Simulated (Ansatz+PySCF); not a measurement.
The numbers below are computed, except where a source is named.
## Several solutions for triplet B2

```yaml
atoms:
  - { symbol: B, position_ang: [0.0000, 0.0000, -1.5344] }
  - { symbol: B, position_ang: [0.0000, 0.0000, 1.5344] }
```

Basis set: 6-31G (spherical functions). Charge 0, multiplicity 3.

PBE0 (unrestricted) was run from several starts with Ansatz (development build ahead of 0.2.0) and PySCF 2.14.0.

```tsv
run	program	start	converged	energy (hartree)	<S²>
A	Ansatz	search for the lowest state	yes	-49.23424	2.01
B	Ansatz	atomic start, no search	yes	-49.23372	2.01
C	PySCF	program defaults	yes	-49.23372	2.01
D	Ansatz	stability test followed	yes	-49.23424	2.01
```

(1) Which runs reached the lowest solution of this kind, and what is wrong with the others?

Results:

(1) A, D reached the lowest solution found. Converged but too high: B by 0.01 eV, C by 0.01 eV. Convergence only shows a stationary point, and even a stable one can lie too high; stability tests and further starts are what find lower ones.
